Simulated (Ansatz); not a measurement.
**Lanthanum, dhcp under LDA: how the Fermi-Dirac smearing moves the result**

How small must the Fermi-Dirac smearing width be for energy and pressure to settle? The geometry was relaxed under LDA beforehand and stays fixed; 5 values are run, from 0.01 to 1.0 eV. Wanted are the values from which on the energy stays within 10 and 1 meV/atom, and the pressure within 0.5 GPa, of the narrowest run. Within the series other settings stay, but some runs also write fields, which adds to their time. Spin polarisation is left out.

Method: DFT LDA, plane waves with PAW, scalar-relativistic, in Ansatz 0.2.0.

1 further run of the same task is left out (for a known fault of the program).

## 1. The system as given

Symmetry: P6_3/mmc, No. 194, hexagonal system. The conventional cell has a = 3.600 Å, b = 3.600 Å, c = 11.552 Å, α = 90.00°, β = 90.00°, γ = 120.00°. La (site symmetry -3m) has 12 La at 3.56 to 3.60 Å as nearest neighbours. La (site symmetry -6m2) has 12 La at 3.56 to 3.60 Å as nearest neighbours.

Structure file:

```
CELL_PARAMETERS angstrom
3.59962 0.00000 0.00000
-1.79981 3.11736 0.00000
0.00000 0.00000 11.55244
ATOMIC_POSITIONS crystal
La 0.00000 0.00000 0.00000
La 0.00000 0.00000 0.50000
La 0.33333 0.66667 0.75000
La 0.66667 0.33333 0.25000
```

## 2. With a width of 0.01 eV

The run at 0.01 eV.

Input file input.yaml:

```yaml
crystal:
  lattice:
    - [3.5996230182, 0.0, 0.0]
    - [-1.7998115091, 3.1173649778, 0.0]
    - [0.0, 0.0, 11.5524372057]
  atoms:
    - { symbol: La, position: [0.0, 1.0, 0.0] }
    - { symbol: La, position: [1.0, 1.0, 0.5] }
    - { symbol: La, position: [0.3333333333, 0.6666666667, 0.75] }
    - { symbol: La, position: [0.6666666667, 0.3333333333, 0.25] }
hamiltonian:
  xc: lda
  pseudopotentials:
    kind: paw
    azcp:
      La: "pseudopotentials/La.paw.azcp"
basis:
  ecutwfc: 420
  fft_grid_basis: typed
kpoints:
  mp_grid: { grid: [10, 10, 3], shift: [0, 0, 0] }
magnetization:
  spin_polarized: false
scf:
  occupations: { method: fermi_dirac, width: 0.01 }
  lower_state_search: "off"
output:
  stress: true
```

Started as:

```bash
$ ansatz run input.yaml --threads 2 --pin off --max-ram 5120MiB --backend cpu --events-out ev --progress --plain --runs-dir out
```

## 3. With a width of 0.03 eV

The run at 0.03 eV.

Changes to input.yaml since step 2:

```diff
@@ -24,3 +24,3 @@
 scf:
-  occupations: { method: fermi_dirac, width: 0.01 }
+  occupations: { method: fermi_dirac, width: 0.03 }
   lower_state_search: "off"
@@ -28 +28,5 @@
   stress: true
+  write_density: true
+  write_potential: true
+  elf: true
+  volumetric_format: npy
```

## 4. With a width of 0.2 eV

The run at 0.2 eV.

Changes to input.yaml since step 3:

```diff
@@ -24,3 +24,3 @@
 scf:
-  occupations: { method: fermi_dirac, width: 0.03 }
+  occupations: { method: fermi_dirac, width: 0.2 }
   lower_state_search: "off"
@@ -28,5 +28 @@
   stress: true
-  write_density: true
-  write_potential: true
-  elf: true
-  volumetric_format: npy
```

## 5. With a width of 0.6 eV

The run at 0.6 eV.

Changes to input.yaml since step 4:

```diff
@@ -24,3 +24,3 @@
 scf:
-  occupations: { method: fermi_dirac, width: 0.2 }
+  occupations: { method: fermi_dirac, width: 0.6 }
   lower_state_search: "off"
@@ -28 +28,5 @@
   stress: true
+  write_density: true
+  write_potential: true
+  elf: true
+  volumetric_format: npy
```

## 6. With a width of 1.0 eV

The run at 1.0 eV.

Changes to input.yaml since step 5:

```diff
@@ -24,3 +24,3 @@
 scf:
-  occupations: { method: fermi_dirac, width: 0.6 }
+  occupations: { method: fermi_dirac, width: 1.0 }
   lower_state_search: "off"
```

(Steps that only read results are left out.)

**Question.** What will these runs give?

**Answer**, as computed:

| quantity | value |
| --- | --- |
| E(σ → 0) stays within 10 meV/atom of 0.01 eV | up to 0.2 eV |
| E(σ → 0) stays within 1 meV/atom | up to 0.03 eV |
| pressure stays within 0.5 GPa | up to 0.2 eV |
| pressure at 0.01 eV | -0.08 GPa |
| energy of a separate run on a finer mesh (13×13×4) | -6.2 meV/atom from 0.01 eV |

In words: The far end, 1.0 eV, lies -155.6 meV/atom and +8.7 GPa from the yardstick. The free energy F moves by -2700.2 meV/atom over the range, and the estimate for σ → 0 by -155.6. With this scheme F falls about as the square of the width. The mesh (10×10×3) is fixed, so the narrowest widths carry a k-point error of their own. The yardstick itself is unsettled by 6.2 meV/atom against the finer mesh, so the thresholds above hold only within this series, and wider smearing, which averages over more states, can land nearer the fine-mesh value than the narrowest does. The cell taken over is 13 % smaller than the measured one (37.42 Å³/atom, COD), which weighs on all values here.
